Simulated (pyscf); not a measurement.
Single points on ωB97X-D3(BJ)/def2-SVP structures (PySCF, gas phase).

**Question.** Estimate the classical barrier height and the reaction energy of `[OH][SiH3]` + `[F][BH][F]` -> `[OH][B]([F])[F]` + `[SiH4]` at r²SCAN/def2-TZVP. The step runs on the singlet surface, breaks O–Si, B–H and forms B–O, H–Si; take the separated reactants as zero.

**Answer.** ΔE‡ = 0.45 eV, ΔE = -0.53 eV. ωB97M-D3(BJ)/def2-TZVP gives 0.57 eV and -0.49 eV. Zero-point energy shifts the barrier by +0.09 eV. It is a four-centre exchange, with an imaginary mode of 330i cm⁻¹. On the reactant side the descent ends in an adduct with a B–O contact, 0.26 eV under the separated species and 0.80 eV under the saddle at ωB97X-D3(BJ)/def2-TZVP. What is counted as formed (B–O) is already present as a longer contact in the reactant adduct; forming that adduct is a step of its own. One saddle was located; it need not be the lowest between these sides.
